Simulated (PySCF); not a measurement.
# SOF₂: electronic excitations at several levels of theory, part 2 of 2

PySCF 2.14.0. Atoms count from 0.

### Step 10. Ultraviolet spectrum: wB97X-D/def2-SVPD

The job: settings as JSON, then the geometry in Å.

```
{"job": {"kind": "uv", "xc": "wB97X-D", "basis": "def2-SVPD", "ip": true}, "charge": 0, "multiplicity": 1}
O      1.263712    -0.563775     0.239551
S      0.055965     0.172683     0.490616
F     -0.150401     1.169473    -0.764889
F     -1.169277    -0.778381     0.034720
```

With the program's defaults for keys left out, this is: TDDFT wB97X-D/def2-SVPD, vertical, gas phase, core orbitals frozen in the response.

The program printed:

```text
coarse grid: 4888 points
cycle   1  E = -672.3873755770  dE =  8.283e-01  |g| = 9.937e-01  |ddm| = 2.487e+00
cycle   2  E = -672.1813747323  dE =  2.060e-01  |g| = 1.484e+00  |ddm| = 1.838e+00
cycle   3  E = -672.5767580869  dE = -3.954e-01  |g| = 1.959e-01  |ddm| = 1.121e+00
cycle   4  E = -672.5830260854  dE = -6.268e-03  |g| = 6.026e-02  |ddm| = 1.552e-01
cycle   5  E = -672.5836177814  dE = -5.917e-04  |g| = 9.531e-03  |ddm| = 4.614e-02
cycle   6  E = -672.5836369401  dE = -1.916e-05  |g| = 1.467e-03  |ddm| = 8.337e-03
cycle   7  E = -672.5836380337  dE = -1.094e-06  |g| = 3.607e-04  |ddm| = 3.479e-03
final grid: 46168 points
cycle   8  E = -672.6580045577  dE = -3.874e-05  |g| = 8.909e-03  |ddm| = 4.627e-02
cycle   9  E = -672.6579957942  dE =  8.763e-06  |g| = 1.189e-02  |ddm| = 1.286e-02
cycle  10  E = -672.6580179234  dE = -2.213e-05  |g| = 1.024e-03  |ddm| = 6.950e-03
cycle  11  E = -672.6580180821  dE = -1.587e-07  |g| = 5.281e-04  |ddm| = 1.053e-03
cycle  12  E = -672.6580181411  dE = -5.898e-08  |g| = 8.188e-05  |ddm| = 6.172e-04
cycle  13  E = -672.6580181431  dE = -2.023e-09  |g| = 1.229e-05  |ddm| = 1.408e-04
cycle  14  E = -672.6580181432  dE = -1.025e-10  |g| = 4.065e-06  |ddm| = 3.765e-05
converged SCF energy = -672.6580181432

Static polarisability (au): isotropic 26.697, principal 22.702 26.888 30.501

Singlet excitations
state   eV       nm        f      main configurations
  1   6.5136    190.3   0.02857   H->L 0.94
  2   7.7062    160.9   0.00960   H->L+1 0.52, H-1->L 0.43
  3   8.4300    147.1   0.01281   H-2->L 0.92
  4   8.7921    141.0   0.00077   H-1->L+1 0.90
  5   8.8767    139.7   0.13207   H-1->L 0.42, H->L+1 0.36
  6   9.3710    132.3   0.06705   H->L+3 0.62, H->L+6 0.18, H->L+2 0.10
  7   9.5507    129.8   0.01074   H-3->L 0.84
  8   9.7680    126.9   0.00960   H->L+2 0.50, H-2->L+1 0.30, H->L+3 0.10
  9   9.8794    125.5   0.08005   H-2->L+1 0.33, H->L+2 0.30, H-4->L 0.19
 10  10.3221    120.1   0.01542   H-4->L 0.70, H-2->L+1 0.14

Triplet excitations (Tamm-Dancoff, eV): 5.4252 6.5696 6.7912 7.7090
Vertical ionisation energy (delta-SCF) = 12.7593 eV
```

Wall time 6.9 s (1 thread of Intel Xeon 6975P-C, shared host); peak memory 0.42 GiB.

In short: HOMO -11.93 eV, LUMO 0.05 eV; lowest singlet 6.51 eV.

### Step 11. Excited states and response: LC-wPBE/def2-SVPD

The job: settings as JSON, then the geometry in Å.

```
{"job": {"kind": "uv", "xc": "LC-wPBE", "basis": "def2-SVPD", "ip": true}, "charge": 0, "multiplicity": 1}
O      1.263712    -0.563775     0.239551
S      0.055965     0.172683     0.490616
F     -0.150401     1.169473    -0.764889
F     -1.169277    -0.778381     0.034720
```

Method: TDDFT LC-wPBE/def2-SVPD, vertical, gas phase, core orbitals frozen in the response.

The program printed:

```text
coarse grid: 4888 points
cycle   1  E = -672.1878049824  dE =  8.238e-01  |g| = 9.841e-01  |ddm| = 2.465e+00
cycle   2  E = -672.0922298124  dE =  9.558e-02  |g| = 1.273e+00  |ddm| = 1.686e+00
cycle   3  E = -672.3766183074  dE = -2.844e-01  |g| = 1.575e-01  |ddm| = 9.458e-01
cycle   4  E = -672.3805007727  dE = -3.882e-03  |g| = 5.550e-02  |ddm| = 1.223e-01
cycle   5  E = -672.3810108620  dE = -5.101e-04  |g| = 1.042e-02  |ddm| = 4.160e-02
cycle   6  E = -672.3810374549  dE = -2.659e-05  |g| = 1.449e-03  |ddm| = 1.166e-02
cycle   7  E = -672.3810411406  dE = -3.686e-06  |g| = 3.761e-04  |ddm| = 3.180e-03
final grid: 46168 points
cycle   8  E = -672.4810529640  dE = -2.073e-05  |g| = 1.023e-02  |ddm| = 2.860e-02
cycle   9  E = -672.4810439082  dE =  9.056e-06  |g| = 1.249e-02  |ddm| = 1.192e-02
cycle  10  E = -672.4810681140  dE = -2.421e-05  |g| = 1.057e-03  |ddm| = 7.086e-03
cycle  11  E = -672.4810682913  dE = -1.774e-07  |g| = 3.974e-04  |ddm| = 8.901e-04
cycle  12  E = -672.4810683255  dE = -3.422e-08  |g| = 8.477e-05  |ddm| = 4.130e-04
cycle  13  E = -672.4810683281  dE = -2.528e-09  |g| = 1.218e-05  |ddm| = 1.241e-04
cycle  14  E = -672.4810683282  dE = -1.080e-10  |g| = 3.391e-06  |ddm| = 3.783e-05
converged SCF energy = -672.4810683282

Static polarisability (au): isotropic 26.568, principal 22.533 26.785 30.386

Singlet excitations
state   eV       nm        f      main configurations
  1   6.5739    188.6   0.02985   H->L 0.91
  2   7.8407    158.1   0.01197   H->L+1 0.46, H-1->L 0.39, H->L+5 0.11
  3   8.5857    144.4   0.01252   H-2->L 0.89
  4   9.0040    137.7   0.13420   H-1->L 0.42, H->L+1 0.29
  5   9.0149    137.5   0.00474   H-1->L+1 0.71, H-1->L+5 0.19
  6   9.5167    130.3   0.06252   H->L+3 0.53, H->L+6 0.30
  7   9.8400    126.0   0.00375   H-3->L 0.79, H-2->L+1 0.09
  8   9.9927    124.1   0.00580   H->L+2 0.49, H-2->L+1 0.22
  9  10.1537    122.1   0.10311   H->L+2 0.32, H-2->L+1 0.28, H-4->L 0.12
 10  10.5868    117.1   0.01027   H-4->L 0.73, H-2->L+1 0.09

Triplet excitations (Tamm-Dancoff, eV): 5.3189 6.5859 6.7604 7.7652
Vertical ionisation energy (delta-SCF) = 12.8703 eV
```

Run time: 9.4 s. Hardware: 1 thread of Intel Xeon 6975P-C, shared host; peak memory 0.42 GiB.

This run: HOMO -12.74 eV, LUMO 0.60 eV; lowest singlet 6.57 eV.

### Step 12. Ultraviolet spectrum: PBE0/6-31G*

The job: settings as JSON, then the geometry in Å.

```
{"job": {"kind": "uv", "xc": "PBE0", "basis": "6-31G*"}, "charge": 0, "multiplicity": 1}
O      1.263712    -0.563775     0.239551
S      0.055965     0.172683     0.490616
F     -0.150401     1.169473    -0.764889
F     -1.169277    -0.778381     0.034720
```

Method: TDDFT PBE0/6-31G*, vertical, gas phase, core orbitals frozen in the response.

The program printed:

```text
coarse grid: 4888 points
cycle   1  E = -672.4419757243  dE =  8.933e-01  |g| = 1.021e+00  |ddm| = 2.551e+00
cycle   2  E = -671.8076093816  dE =  6.344e-01  |g| = 2.050e+00  |ddm| = 2.270e+00
cycle   3  E = -672.6118776873  dE = -8.043e-01  |g| = 4.059e-01  |ddm| = 1.726e+00
cycle   4  E = -672.6416673207  dE = -2.979e-02  |g| = 7.435e-02  |ddm| = 3.335e-01
cycle   5  E = -672.6426334752  dE = -9.662e-04  |g| = 8.487e-03  |ddm| = 5.694e-02
cycle   6  E = -672.6426501043  dE = -1.663e-05  |g| = 1.489e-03  |ddm| = 7.966e-03
cycle   7  E = -672.6426506499  dE = -5.455e-07  |g| = 3.192e-04  |ddm| = 2.085e-03
final grid: 46168 points
cycle   8  E = -672.6268150274  dE = -1.126e-05  |g| = 2.702e-03  |ddm| = 1.259e-02
cycle   9  E = -672.6268146559  dE =  3.714e-07  |g| = 3.084e-03  |ddm| = 4.258e-03
cycle  10  E = -672.6268160902  dE = -1.434e-06  |g| = 1.324e-03  |ddm| = 2.857e-03
cycle  11  E = -672.6268164398  dE = -3.496e-07  |g| = 1.297e-04  |ddm| = 1.097e-03
cycle  12  E = -672.6268164420  dE = -2.134e-09  |g| = 7.185e-05  |ddm| = 1.420e-04
cycle  13  E = -672.6268164429  dE = -9.413e-10  |g| = 4.868e-06  |ddm| = 5.086e-05
converged SCF energy = -672.6268164429

Static polarisability (au): isotropic 20.078, principal 15.506 20.294 24.434

Singlet excitations
state   eV       nm        f      main configurations
  1   6.5902    188.1   0.02922   H->L 0.95
  2   7.7224    160.6   0.00576   H->L+1 0.53, H-1->L 0.46
  3   8.3751    148.0   0.01120   H-2->L 0.93
  4   8.7531    141.6   0.00165   H-1->L+1 0.97
  5   9.0610    136.8   0.10845   H->L+1 0.32, H-1->L 0.32, H-3->L 0.11
  6   9.3249    133.0   0.00958   H-3->L 0.82, H-2->L+1 0.10
  7   9.6795    128.1   0.00027   H-2->L+1 0.35, H->L+2 0.32, H-4->L 0.30
  8   9.7049    127.8   0.07415   H->L+2 0.65, H-2->L+1 0.15, H-4->L 0.12
  9  10.1606    122.0   0.00112   H-5->L 0.62, H-3->L+1 0.35
 10  10.1712    121.9   0.02063   H-4->L 0.48, H-2->L+1 0.28, H-2->L+2 0.10

Triplet excitations (Tamm-Dancoff, eV): 5.3710 6.4619 6.6797 7.5830
```

It took 2 s on 1 thread of Intel Xeon 6975P-C, shared host; peak memory 0.42 GiB.

This run: HOMO -9.42 eV, LUMO -1.07 eV; lowest singlet 6.59 eV.

### Step 13. Excited states and response: PBE0/def2-SVP

The job: settings as JSON, then the geometry in Å.

```
{"job": {"kind": "uv", "xc": "PBE0", "basis": "def2-SVP"}, "charge": 0, "multiplicity": 1}
O      1.263712    -0.563775     0.239551
S      0.055965     0.172683     0.490616
F     -0.150401     1.169473    -0.764889
F     -1.169277    -0.778381     0.034720
```

With the program's defaults for keys left out, this is: TDDFT PBE0/def2-SVP, vertical, gas phase, core orbitals frozen in the response.

The program printed:

```text
coarse grid: 4888 points
cycle   1  E = -672.0141846268  dE =  8.808e-01  |g| = 1.052e+00  |ddm| = 2.572e+00
cycle   2  E = -671.3178960283  dE =  6.963e-01  |g| = 2.140e+00  |ddm| = 2.366e+00
cycle   3  E = -672.1914934042  dE = -8.736e-01  |g| = 4.340e-01  |ddm| = 1.805e+00
cycle   4  E = -672.2255741149  dE = -3.408e-02  |g| = 8.479e-02  |ddm| = 3.765e-01
cycle   5  E = -672.2268341629  dE = -1.260e-03  |g| = 9.661e-03  |ddm| = 6.586e-02
cycle   6  E = -672.2268539087  dE = -1.975e-05  |g| = 1.651e-03  |ddm| = 8.365e-03
cycle   7  E = -672.2268545737  dE = -6.650e-07  |g| = 3.674e-04  |ddm| = 2.488e-03
final grid: 46168 points
cycle   8  E = -672.3021182214  dE = -1.057e-05  |g| = 3.937e-03  |ddm| = 1.578e-02
cycle   9  E = -672.3021131218  dE =  5.100e-06  |g| = 6.434e-03  |ddm| = 7.442e-03
cycle  10  E = -672.3021207049  dE = -7.583e-06  |g| = 1.454e-03  |ddm| = 5.600e-03
cycle  11  E = -672.3021211167  dE = -4.117e-07  |g| = 9.106e-05  |ddm| = 1.288e-03
cycle  12  E = -672.3021211175  dE = -7.890e-10  |g| = 6.515e-05  |ddm| = 1.102e-04
cycle  13  E = -672.3021211182  dE = -7.653e-10  |g| = 5.910e-06  |ddm| = 4.686e-05
converged SCF energy = -672.3021211182

Static polarisability (au): isotropic 18.805, principal 13.883 19.097 23.436

Singlet excitations
state   eV       nm        f      main configurations
  1   6.5936    188.0   0.02684   H->L 0.95
  2   7.7646    159.7   0.00602   H->L+1 0.51, H-1->L 0.48
  3   8.3765    148.0   0.01074   H-2->L 0.94
  4   8.8175    140.6   0.00064   H-1->L+1 0.98
  5   9.1029    136.2   0.10553   H->L+1 0.33, H-1->L 0.31, H-3->L 0.11
  6   9.3557    132.5   0.00996   H-3->L 0.84, H-2->L+1 0.09
  7   9.7248    127.5   0.01364   H-2->L+1 0.52, H-4->L 0.40
  8   9.9509    124.6   0.04376   H->L+2 0.96
  9  10.1953    121.6   0.00192   H-5->L 0.64, H-3->L+1 0.34
 10  10.2394    121.1   0.02400   H-4->L 0.51, H-2->L+1 0.26, H-2->L+2 0.10

Triplet excitations (Tamm-Dancoff, eV): 5.3484 6.4675 6.6906 7.5675
```

Wall time 1.9 s (1 thread of Intel Xeon 6975P-C, shared host); peak memory 0.42 GiB.

This run: HOMO -9.59 eV, LUMO -1.23 eV; lowest singlet 6.59 eV.

### Step 14. Ultraviolet spectrum: PBE0/def2-TZVP

The job: settings as JSON, then the geometry in Å.

```
{"job": {"kind": "uv", "xc": "PBE0", "basis": "def2-TZVP"}, "charge": 0, "multiplicity": 1}
O      1.263712    -0.563775     0.239551
S      0.055965     0.172683     0.490616
F     -0.150401     1.169473    -0.764889
F     -1.169277    -0.778381     0.034720
```

Level: TDDFT PBE0/def2-TZVP, vertical, gas phase, core orbitals frozen in the response.

The program printed:

```text
coarse grid: 4888 points
cycle   1  E = -672.6343400697  dE =  8.459e-01  |g| = 1.024e+00  |ddm| = 2.145e+00
cycle   2  E = -671.9551492930  dE =  6.792e-01  |g| = 2.171e+00  |ddm| = 1.669e+00
cycle   3  E = -672.7935299133  dE = -8.384e-01  |g| = 3.620e-01  |ddm| = 1.240e+00
cycle   4  E = -672.8148691160  dE = -2.134e-02  |g| = 9.942e-02  |ddm| = 2.260e-01
cycle   5  E = -672.8163683079  dE = -1.499e-03  |g| = 1.364e-02  |ddm| = 5.839e-02
cycle   6  E = -672.8164029395  dE = -3.463e-05  |g| = 2.964e-03  |ddm| = 8.606e-03
cycle   7  E = -672.8164047997  dE = -1.860e-06  |g| = 5.547e-04  |ddm| = 2.905e-03
final grid: 46168 points
cycle   8  E = -672.8263659949  dE = -2.427e-05  |g| = 5.800e-03  |ddm| = 1.427e-02
cycle   9  E = -672.8263552139  dE =  1.078e-05  |g| = 9.467e-03  |ddm| = 7.573e-03
cycle  10  E = -672.8263698476  dE = -1.463e-05  |g| = 2.078e-03  |ddm| = 5.587e-03
cycle  11  E = -672.8263705648  dE = -7.172e-07  |g| = 3.702e-04  |ddm| = 1.372e-03
cycle  12  E = -672.8263705852  dE = -2.035e-08  |g| = 1.144e-04  |ddm| = 2.141e-04
cycle  13  E = -672.8263705872  dE = -2.088e-09  |g| = 1.307e-05  |ddm| = 5.915e-05
cycle  14  E = -672.8263705873  dE = -2.569e-11  |g| = 5.315e-06  |ddm| = 1.164e-05
converged SCF energy = -672.8263705873

Static polarisability (au): isotropic 22.906, principal 18.526 23.022 27.172

Singlet excitations
state   eV       nm        f      main configurations
  1   6.5337    189.8   0.02752   H->L 0.95
  2   7.6927    161.2   0.00612   H->L+1 0.52, H-1->L 0.47
  3   8.3476    148.5   0.01193   H-2->L 0.93
  4   8.7550    141.6   0.00222   H-1->L+1 0.96
  5   8.8970    139.4   0.14152   H-1->L 0.39, H->L+1 0.39
  6   9.3988    131.9   0.00719   H-3->L 0.67, H->L+2 0.28
  7   9.4939    130.6   0.03973   H->L+2 0.69, H-3->L 0.23
  8   9.7529    127.1   0.03901   H-2->L+1 0.68, H-4->L 0.16
  9  10.1617    122.0   0.00656   H-4->L 0.75, H-2->L+1 0.12
 10  10.2944    120.4   0.00178   H-5->L 0.63, H-3->L+1 0.34

Triplet excitations (Tamm-Dancoff, eV): 5.2740 6.4445 6.6121 7.5462
```

Wall time 4.6 s (1 thread of Intel Xeon 6975P-C, shared host); peak memory 0.46 GiB.

In short: HOMO -9.78 eV, LUMO -1.48 eV; lowest singlet 6.53 eV.

### Step 15. Comparing the runs: electronic excitations

Excitations and ground-state properties, with basis size and wall time:

```csv
run,lowest singlet (eV),brightest (eV),f,gap (eV),α (Å³),μ (D),functions,time
HF/def2-SVPD,7.24,9.97,0.173,15.50,3.60,2.20,96,1.4 s
LDA/def2-SVPD,6.26,9.29,0.065,5.66,4.16,1.62,96,7.6 s
PBE/def2-SVPD,6.25,8.11,0.074,5.70,4.18,1.59,96,12 s
B3LYP/def2-SVPD,6.41,8.62,0.112,7.71,4.01,1.80,96,7.2 s
PBE0/def2-SVPD,6.48,8.77,0.122,8.21,3.96,1.76,96,7.8 s
BHandHLYP/def2-SVPD,6.70,9.19,0.090,10.74,3.81,1.98,96,5.8 s
CAM-B3LYP/def2-SVPD,6.50,8.83,0.127,10.80,3.97,1.86,96,9.1 s
wB97X-D/def2-SVPD,6.51,8.88,0.132,11.97,3.96,1.79,96,6.9 s
LC-wPBE/def2-SVPD,6.57,9.00,0.134,13.35,3.94,1.81,96,9.4 s
PBE0/6-31G*,6.59,9.06,0.108,8.35,2.98,1.78,60,2 s
PBE0/def2-SVP,6.59,9.10,0.106,8.37,2.79,1.85,60,1.9 s
PBE0/def2-TZVP,6.53,8.90,0.142,8.30,3.39,1.71,130,4.6 s
```

Measured polarisability: 3.93 Å³ (gas; NIST CCCBDB Release 22 (SRD 101), experimental polarizabilities).

### Step 16. Outcome

The summary covers parts 1 to 2.

| quantity | value |
| --- | --- |
| point group | Cs |
| rotational constants (main isotopes) | 8.30, 8.06, 4.78 GHz |
| lowest singlet (HF/def2-SVPD) | 7.24 eV (171 nm), f = 0.050 |
| brightest single state of those computed | state 4, 9.97 eV, f = 0.173 |
| lowest triplet | 5.56 eV |
| vertical ionisation energy (ΔSCF) | 11.65 eV |
| range of the lowest singlet | 6.25 to 7.24 eV |

**Reading.** Single values in the summary come from the first run of each kind that ended normally (HF/def2-SVPD), which need not be the best level. Relaxing lowered the energy by 0.324 eV in 6 steps; the close pair that moved most is O0–S1, from 1.500 to 1.437 Å. The first singlet state (HOMO→LUMO 0.64, HOMO→LUMO+4 0.30) lies at 7.24 eV and is bright; of the 10 states computed, the strongest absorption comes from state 4 at 9.97 eV. The lowest triplet lies 1.68 eV below the lowest singlet (triplets in Tamm-Dancoff, singlets in full TDDFT). At HF/def2-SVPD, the highest states lie near or above the ionisation energy, where they hang on the basis. The orbital energy would give 13.85 eV for ionisation, ΔSCF gives 11.65 eV. The polarisability is 8 % below the measured 3.93 Å³. The lowest singlet runs from 6.25 eV (PBE/def2-SVPD) to 7.24 eV (HF/def2-SVPD), while the orbital gap spans 5.66 to 15.50 eV. The lowest state need not be the same one in every run. The runs solved for a few states only, so the brightest column depends on that window. For the measured polarisability, LC-wPBE/def2-SVPD misses least (0.01 Å³, 9.4 s) and PBE0/def2-SVP most (1.14 Å³, 1.9 s); the quickest, HF/def2-SVPD, misses by 0.33 Å³ in 1.4 s. One molecule ranks no method: errors cancel, and vibration and temperature are missing from all runs.
